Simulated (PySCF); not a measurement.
Members of the series nitrenes, diatomics and small unsaturated species; each row names its spin state. All species are isolated molecules in the gas phase. One relaxed conformer stands for each flexible species; it need not be the lowest. Strings in code marks are SMILES.

Method: B3LYP-D3(BJ)/def2-TZVP run with PySCF 2.14.0. B3LYP has the VWN-RPA correlation part, as in Gaussian. 

| species | dipole moment (D) | highest occupied spin orbital (eV) |
|---|---|---|
| multiplicity 1 (`[GaH]` (lower singlet)) | 0.55 | – |
| multiplicity 1 (`C=C` (lower singlet)) | 0.00 | – |
| multiplicity 3 (`C=[SiH2]` (excited triplet)) | 0.73 | -5.82 |
| multiplicity 1 (`O=[SiH2]` (lower singlet)) | 3.69 | – |
